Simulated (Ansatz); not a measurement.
Coupled-cluster diagnostics for the cluster S4, Ansatz.

Geometry of the singlet (PBE0-D4/def2-TZVP):

Cartesian coordinates in Å:
```
S -0.278 -1.326 0.519
S -0.203 -0.421 -1.373
S -0.371 0.640 1.248
S 0.851 1.106 -0.393
```

Correlated methods freeze 20 core orbitals. Another isomer (singlet) lies 0.63 eV lower at PBE0-D4/def2-TZVP; other spin states weren't run for this one.

**Question.** Estimate the CCSD(T) correlation energy, the shares of MP2 and (T), T1 and the reference's ⟨S²⟩ for: charge 0, singlet, own geometry in def2-TZVPP; and the rough time on 4 threads of Arm Neoverse V1 on a shared host.

**Answer.** 
```json
{"state": "charge 0, singlet, own geometry", "basis": "def2-TZVPP", "correlation (eV)": "-20.883", "MP2 share (%)": "88.4", "(T) share (%)": "5.6", "T1": "0.015", "⟨S²⟩ (pure)": "0.00 (0.00)", "wall time": "4.4 s"}
```
Customary marks for T1 are 0.02 (closed shells), 0.045 (open shells) and about 0.05 (3d metals). T1 stays under 0.02 throughout.
